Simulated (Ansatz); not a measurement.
**Nudged elastic band run: C2H6O**

The input (input.yaml):

```yaml
crystal:
  periodic: [false, false, false]
  atoms:
    - { symbol: C, position_ang: [-0.414261, 0.884443, -0.656573] }
    - { symbol: O, position_ang: [0.633596, -0.14694, -0.662338] }
    - { symbol: C, position_ang: [0.495463, -0.908725, 0.587613] }
    - { symbol: H, position_ang: [-1.43744, 0.449088, -0.620592] }
    - { symbol: H, position_ang: [-0.304226, 1.452863, -1.599353] }
    - { symbol: H, position_ang: [-0.310921, 1.589023, 0.19819] }
    - { symbol: H, position_ang: [-0.493371, -1.411797, 0.670379] }
    - { symbol: H, position_ang: [1.28645, -1.682186, 0.576055] }
    - { symbol: H, position_ang: [0.633109, -0.272067, 1.489518] }
basis:
  gaussian: { orbitals: STO-3G }
hamiltonian:
  xc: b3lyp
neb:
  order_check: false
  images: 5
  f_tol: 0.05
  max_iterations: 60
  final_atoms:
    - { symbol: C, position_ang: [-0.30081967, 0.81041267, -0.64822436] }
    - { symbol: O, position_ang: [0.44677488, -0.51942257, -0.40773868] }
    - { symbol: C, position_ang: [0.35376357, -1.33359179, 0.9687046] }
    - { symbol: H, position_ang: [-1.37373606, 0.5548612, -0.60768441] }
    - { symbol: H, position_ang: [-0.03032722, 1.20578615, -1.64533958] }
    - { symbol: H, position_ang: [-0.04663975, 1.53432689, 0.15019214] }
    - { symbol: H, position_ang: [-0.75267443, -1.5647843, 0.92785619] }
    - { symbol: H, position_ang: [1.43598361, -0.27317717, -0.44965362] }
    - { symbol: H, position_ang: [0.35607407, -0.46070907, 1.69478672] }
  initial_path:
    images:
      - { positions_ang: [[-0.414261, 0.884443, -0.656573], [0.633596, -0.14694, -0.662338], [0.495463, -0.908725, 0.587613], [-1.43744, 0.449088, -0.620592], [-0.304226, 1.452863, -1.599353], [-0.310921, 1.589023, 0.19819], [-0.493371, -1.411797, 0.670379], [1.28645, -1.682186, 0.576055], [0.633109, -0.272067, 1.489518]] }
      - { positions_ang: [[-0.38383894, 0.84177419, -0.63970326], [0.61268016, -0.18198563, -0.598431], [0.44844563, -0.92001351, 0.63826573], [-1.39610415, 0.43668329, -0.62501813], [-0.26117062, 1.39917746, -1.59785872], [-0.29343228, 1.57655534, 0.1918901], [-0.52294534, -1.40707915, 0.7117119], [1.28853892, -1.52729199, 0.36039721], [0.59622562, -0.264118, 1.54164517]] }
      - { positions_ang: [[-0.35341687, 0.79910539, -0.62283352], [0.59176431, -0.21703125, -0.53452401], [0.40142825, -0.93130201, 0.68891846], [-1.35476831, 0.42427858, -0.62944426], [-0.21811524, 1.34549192, -1.59636444], [-0.27594355, 1.56408767, 0.18559021], [-0.55251968, -1.4023613, 0.75304479], [1.29062784, -1.37239798, 0.14473942], [0.55934224, -0.25616901, 1.59377234]] }
      - { positions_ang: [[-0.32299481, 0.75643658, -0.60596378], [0.57084847, -0.25207688, -0.47061701], [0.35441088, -0.94259052, 0.73957119], [-1.31343246, 0.41187387, -0.63387039], [-0.17505985, 1.29180637, -1.59487016], [-0.25845483, 1.55162001, 0.17929031], [-0.58209401, -1.39764345, 0.79437769], [1.29271676, -1.21750397, -0.07091837], [0.52245886, -0.24822001, 1.64589952]] }
      - { positions_ang: [[-0.31560309, 0.77442861, -0.62005064], [0.52949061, -0.34119211, -0.44965757], [0.35419511, -1.07292428, 0.81594899], [-1.33353366, 0.45953631, -0.62514173], [-0.12681564, 1.26313296, -1.6116933], [-0.1878498, 1.54585564, 0.16959092], [-0.63895415, -1.45335707, 0.83887053], [1.34047237, -0.90272837, -0.19716345], [0.46699726, -0.3190497, 1.66219525]] }
      - { positions_ang: [[-0.30821138, 0.79242064, -0.6341375], [0.48813275, -0.43030734, -0.42869812], [0.35397934, -1.20325803, 0.89232679], [-1.35363486, 0.50719875, -0.61641307], [-0.07857143, 1.23445955, -1.62851644], [-0.11724478, 1.54009126, 0.15989153], [-0.69581429, -1.50907068, 0.88336336], [1.38822799, -0.58795277, -0.32340854], [0.41153567, -0.38987938, 1.67849098]] }
      - { positions_ang: [[-0.30081967, 0.81041267, -0.64822436], [0.44677488, -0.51942257, -0.40773868], [0.35376357, -1.33359179, 0.9687046], [-1.37373606, 0.5548612, -0.60768441], [-0.03032722, 1.20578615, -1.64533958], [-0.04663975, 1.53432689, 0.15019214], [-0.75267443, -1.5647843, 0.92785619], [1.43598361, -0.27317717, -0.44965362], [0.35607407, -0.46070907, 1.69478672]] }
```

Command:

```bash
$ ansatz run input.yaml --threads 1 --pin off --max-ram 2048MiB --backend cpu --events-out ev --progress --plain --runs-dir out
```

Output, in part (warnings, iteration lines, the closing report on the highest movable image, with atoms numbered from 0):

```
NEB end point (image 0): max|allowed force component| = 1.076e-3 eV/Å (the criterion of neb.relax_end_points is 1.000e-2)
NEB end point (image 6): max|allowed force component| = 1.006e-2 eV/Å (the criterion of neb.relax_end_points is 1.000e-2)
NEB iter   1: max|band force component| = 7.326e0 eV/Å  barrier→ = 5.8166 eV  barrier← = 1.2168 eV  Δτ_max = 0.1978 Å  (142 SCF iters)
NEB iter   2: max|band force component| = 1.958e0 eV/Å  barrier→ = 5.0167 eV  barrier← = 0.4169 eV  Δτ_max = 0.1971 Å  (119 SCF iters)
NEB iter   3: max|band force component| = 1.454e0 eV/Å  barrier→ = 4.8488 eV  barrier← = 0.2489 eV  Δτ_max = 0.1980 Å  (133 SCF iters)
NEB iter   4: max|band force component| = 1.005e0 eV/Å  barrier→ = 4.7605 eV  barrier← = 0.1607 eV  Δτ_max = 0.1423 Å  (129 SCF iters)
NEB iter   5: max|band force component| = 5.459e-1 eV/Å  barrier→ = 4.6892 eV  barrier← = 0.0893 eV  Δτ_max = 0.0893 Å  (120 SCF iters)
NEB iter   6: max|band force component| = 5.497e-1 eV/Å  barrier→ = 4.6498 eV  barrier← = 0.0500 eV  Δτ_max = 0.0279 Å  (119 SCF iters)
NEB iter   7: max|band force component| = 1.281e0 eV/Å  barrier→ = 4.6445 eV  barrier← = 0.0447 eV  CI = image 4  Δτ_max = 0.0448 Å  (125 SCF iters)
NEB iter   8: max|band force component| = 1.124e0 eV/Å  barrier→ = 4.6648 eV  barrier← = 0.0650 eV  CI = image 4  Δτ_max = 0.0893 Å  (118 SCF iters)
NEB iter   9: max|band force component| = 7.163e-1 eV/Å  barrier→ = 4.7184 eV  barrier← = 0.1185 eV  CI = image 4  Δτ_max = 0.1780 Å  (123 SCF iters)
NEB iter  10: max|band force component| = 1.321e0 eV/Å  barrier→ = 4.8120 eV  barrier← = 0.2121 eV  CI = image 4  Δτ_max = 0.0894 Å  (125 SCF iters)
NEB iter  11: max|band force component| = 2.159e0 eV/Å  barrier→ = 4.8576 eV  barrier← = 0.2577 eV  CI = image 4  Δτ_max = 0.0448 Å  (124 SCF iters)
NEB iter  12: max|band force component| = 1.394e0 eV/Å  barrier→ = 4.8233 eV  barrier← = 0.2234 eV  CI = image 4  Δτ_max = 0.0894 Å  (123 SCF iters)
NEB iter  13: max|band force component| = 3.281e-1 eV/Å  barrier→ = 4.7830 eV  barrier← = 0.1831 eV  CI = image 4  Δτ_max = 0.1773 Å  (123 SCF iters)
NEB iter  14: max|band force component| = 4.388e-1 eV/Å  barrier→ = 4.7755 eV  barrier← = 0.1757 eV  CI = image 4  Δτ_max = 0.0890 Å  (122 SCF iters)
NEB iter  15: max|band force component| = 4.165e-1 eV/Å  barrier→ = 4.7676 eV  barrier← = 0.1677 eV  CI = image 4  Δτ_max = 0.0450 Å  (122 SCF iters)
NEB iter  16: max|band force component| = 4.119e-1 eV/Å  barrier→ = 4.7636 eV  barrier← = 0.1638 eV  CI = image 4  Δτ_max = 0.0903 Å  (125 SCF iters)
NEB iter  17: max|band force component| = 2.953e-1 eV/Å  barrier→ = 4.7568 eV  barrier← = 0.1570 eV  CI = image 4  Δτ_max = 0.0889 Å  (117 SCF iters)
NEB iter  18: max|band force component| = 1.190e-1 eV/Å  barrier→ = 4.7567 eV  barrier← = 0.1568 eV  CI = image 4  Δτ_max = 0.0265 Å  (117 SCF iters)
NEB iter  19: max|band force component| = 5.042e-2 eV/Å  barrier→ = 4.7557 eV  barrier← = 0.1558 eV  CI = image 4  Δτ_max = 0.0205 Å  (126 SCF iters)
NEB iter  20: max|band force component| = 1.050e-1 eV/Å  barrier→ = 4.7556 eV  barrier← = 0.1558 eV  CI = image 4  Δτ_max = 0.0051 Å  (105 SCF iters)
NEB iter  21: max|band force component| = 2.890e-2 eV/Å  barrier→ = 4.7556 eV  barrier← = 0.1557 eV  CI = image 4  Δτ_max = 0.0000 Å  (199 SCF iters)
Total energy: -4159.57611306 eV, -152.8616026930 hartree
Atom 0 at    -0.256297     0.871756    -0.655162 Å, force    -0.003412     0.006450     0.008742 eV/Å
Atom 1 at     0.143624    -0.559668    -0.552390 Å, force     0.028182    -0.013521    -0.011325 eV/Å
Atom 2 at     0.465809    -0.971522     1.083036 Å, force     0.002599    -0.000637     0.006055 eV/Å
Atom 3 at    -1.335483     0.923323    -0.419530 Å, force     0.002136     0.004881    -0.001486 eV/Å
Atom 4 at    -0.076161     1.224417    -1.689816 Å, force     0.000479    -0.002571    -0.001420 eV/Å
Atom 5 at     0.313847     1.486872     0.069471 Å, force    -0.000875    -0.002640    -0.000252 eV/Å
Atom 6 at     0.064234    -2.026446     1.005233 Å, force     0.001503     0.003948    -0.001826 eV/Å
Atom 7 at     1.180404    -0.542691    -0.430072 Å, force    -0.029404     0.003716    -0.000158 eV/Å
Atom 8 at    -0.411578    -0.452339     1.572128 Å, force    -0.001208     0.000375     0.001670 eV/Å
Dipole moment:    -0.119113     0.429101    -0.514276 e Å
```

The run converged. The profile has 2 maxima (images 1, 4) with wells between them (image 2): this band takes more than one step, which may be the mechanism or a detour left from its start path. Neighbouring images differ by up to 4.6 eV, so the band resolves the path poorly. A vibrational analysis at the climbing image gives one clearly imaginary mode, 893i cm⁻¹: a first-order saddle point. The orbitals stay closed-shell, which can raise the energy where a bond breaks towards radicals; this wasn't checked here. Limits of this set-up: minimal basis.

Final band (atoms are numbered from 1 in the order of the input):

| image | path coordinate (Å) | energy (kJ/mol) | C3–H8 (Å) | O2–H8 (Å) |
| --- | --- | --- | --- | --- |
| 0 | 0.00 | 0.0 | 1.11 | 2.08 |
| 1 | 1.32 | 12.7 | 1.11 | 2.12 |
| 2 | 2.63 | 8.1 | 1.11 | 2.17 |
| 3 | 3.95 | 14.0 | 1.11 | 2.08 |
| 4 | 5.27 | 458.8 | 1.73 | 1.04 |
| 5 | 6.08 | 450.5 | 2.10 | 1.02 |
| 6 | 6.89 | 443.8 | 2.08 | 1.02 |

Run time: 2.2 min on 1 thread of Intel(R) Xeon(R) Platinum 8259CL CPU @ 2.50GHz (Skylake/Cascade Lake) (shared host), peak memory 0.1 GiB.
